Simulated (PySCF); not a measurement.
Species: nitrogen, N₂.
Cartesian coordinates in Å at the GFN2-xTB level; atoms count from 1:
```
atom  x, y, z in Å
N1     0.5505   -0.0021   -0.0038
N2    -0.5477    0.0034   -0.0104
```

Level of theory: TDDFT CAM-B3LYP/def2-SVPD, vertical, gas phase, core orbitals frozen in the response in PySCF.

Ground-to-excited transition dipoles (e·a0, same axes as the geometry; the sign carries no meaning), for the states with f of 0.002 or more among the lowest 7:

```tsv
state	E (eV)	μx	μy	μz
S6	13.657	0.005	0.533	-0.386
S7	13.657	-0.001	0.386	0.533
```

Question: What oscillator strength does each state have?

Answer: f = (2/3) ΔE |μ|² with ΔE in hartree (27.2114 eV).

| state | \|μ\|² (au) | \|μ\| (D) | f |
| --- | --- | --- | --- |
| S6 | 0.433 | 1.67 | 0.145 |
| S7 | 0.433 | 1.67 | 0.145 |

Question: Label these states by symmetry in D∞h.

Answer: Polarised across the molecular axis, so Πu: S6 and S7.

Question: What peak molar absorption coefficient would the strongest computed level give as a lone Gaussian band 0.4 eV wide at half height?

Answer: ε(max) = 2.175×10⁸ f / FWHM, with the width in cm⁻¹. S6/S7 (f summed): 2.175×10⁸ × 0.2900 / 3226 ≈ 20000 L mol⁻¹ cm⁻¹.

S6/S7 coincide within about 0.01 eV; within a degenerate level the directions of the single components are arbitrary.
